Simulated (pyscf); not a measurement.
`[OH][SiH2][F]` + `[F]` [doublet] -> `[O][SiH2][F]` [doublet] + `[FH]`, a hydrogen abstraction (doublet surface; H–O broken, F–H formed). Structures and frequencies: ωB97X-D3(BJ)/def2-SVP in PySCF. Correlated levels are frozen-core, on RHF or UHF. ΔMP2 is the change of the MP2 total energy from the triple- to the quadruple-zeta basis. Energies in kJ/mol from the separated reactants.

Small-basis levels: PySCF, no dispersion term, spherical d functions. AM1 to PM7: differences of heats of formation from MOPAC, which are fitted to 298 K values and so differ in kind from electronic energies by zero-point and thermal terms. GFN2-xTB: tblite. Open shells are spin-unrestricted. 

```
level                             barrier  reaction energy
--------------------------------  -------  ---------------
HF/3-21G                             86.4            +38.7
HF/6-31G*                           118.6             -5.8
PBE/6-31G*                          -92.5            -63.4
B3LYP/STO-3G                        -55.1             -0.4
B3LYP/LANL2DZ                       -32.3            -23.9
B3LYP/6-31G*                        -42.3            -47.4
B3LYP/6-311+G**                     -26.1            -68.5
PBE/def2-SVP                        -93.5            -68.7
GFN2-xTB                             -2.2            +50.8
PM3                                   5.8           -132.0
PM6                                  39.2            -30.3
PM7                                  75.7            -80.6
CCSD(T)/def2-TZVPP + ΔMP2(QZVPP)     20.4            -56.1
```

Against the last row the barrier runs from -113.9 (PBE/def2-SVP) to +98.1 kJ/mol (HF/6-31G*). At PBE/6-31G*, B3LYP/STO-3G, B3LYP/LANL2DZ, B3LYP/6-31G*, B3LYP/6-311+G**, PBE/def2-SVP, GFN2-xTB this geometry lies under one side, so the entry may be no barrier of that level: it is a single point on another level's saddle. CCSD(T)/def2-TZVPP + ΔMP2(QZVPP) has limits of its own. On the reactant side the descent ends in what is likely a three-electron adduct, which functionals tend to overbind, 21.1 kJ/mol under the separated species and 16.8 kJ/mol under the saddle at ωB97X-D3(BJ)/def2-TZVP. On the product side the descent ends in a complex, 16.9 kJ/mol under the separated species and 68.4 kJ/mol under the saddle at ωB97X-D3(BJ)/def2-TZVP. At ωB97X-D3(BJ)/def2-TZVP the barrier from the zero used here is -4.3 kJ/mol. •O–SiH₂–F lies 97.5 kJ/mol over its isomer HO–SiH•–F (electronic energy, ωB97M-D3(BJ)/def2-TZVP). This is the saddle that the search found; another between the same sides may lie lower. The angle at the transferred H is 126°: a side-on saddle, likely not the lowest. The CCSD(T) − MP2 part came from Ansatz, without density fitting, on the same reference. Left out: the spin-orbit lowering of F.
